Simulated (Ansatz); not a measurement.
`SC1CCCC1` + H₂O → `OC1CCCC1` + H₂S at 600 K and 1 bar (formal hydrolysis of a C–S bond).

Isolated molecules relaxed with PBE0-D4/def2-TZVP in Ansatz; ΔE leaves out vibrations. CCSD(T)/CBS is the MP2 limit (def2-TZVPP, def2-QZVPP) plus CCSD(T) − MP2 in def2-TZVPP, frozen cores. This one scheme is used for every species. One conformer a species, not always the lowest.

| species | CCSD(T)/CBS energy (Eh) | H − E (kJ/mol) | S (J/(mol·K)) |
| --- | --- | --- | --- |
| `SC1CCCC1` | -594.06588 | 437.4 | 458.8 |
| H₂O | -76.37941 | 76.8 | 212.8 |
| `OC1CCCC1` | -271.45872 | 447.6 | 435.0 |
| H₂S | -398.97279 | 60.8 | 230.9 |

H − E and S are ideal-gas, rigid-rotor, harmonic terms from PBE0-D4/def2-TZVP, for one conformer and one mirror image of each species. 1 Eh = 2625.50 kJ/mol, R = 8.31446 J/(mol·K).

Q: By hand: ΔE, ΔH, ΔS and ΔG.

A: ΔE = (-271.45872) + (-398.97279) − (-594.06588) − (-76.37941) = 0.01378 Eh = 36.2 kJ/mol. Δ(H − E) = 447.6 + 60.8 − 437.4 − 76.8 = -5.8, so ΔH = 30.4 kJ/mol. ΔS = 435.0 + 230.9 − 458.8 − 212.8 = -5.7 J/(mol·K). ΔG = 30.4 − 600 × (-5.7)/1000 = 33.8 kJ/mol.

Q: By hand: the equilibrium constant, and the temperature at which ΔG would vanish if ΔH and ΔS stayed fixed.

A: log₁₀ K = −ΔG/(RT ln 10) = -2.9. ΔH and −TΔS have one sign here, so there is no such temperature.

The number of gas molecules stays the same, so ΔS is small and ΔH decides. A doubt of 5 kJ/mol in ΔE shifts log₁₀ K by 0.4 here. Other conformers and mirror images would add mixing entropy, several J/(mol·K) or more a flexible species. Modes under 60 cm⁻¹, often nearly free rotors, make the harmonic entropy too high. These are equilibria of isolated gas molecules and say nothing of rates. Largest T1 diagnostic: 0.010 (customary marks: 0.02 for closed shells, 0.045 for open ones).

ΔS is within the doubt of such terms, so its sign, and with it that verdict, could turn.
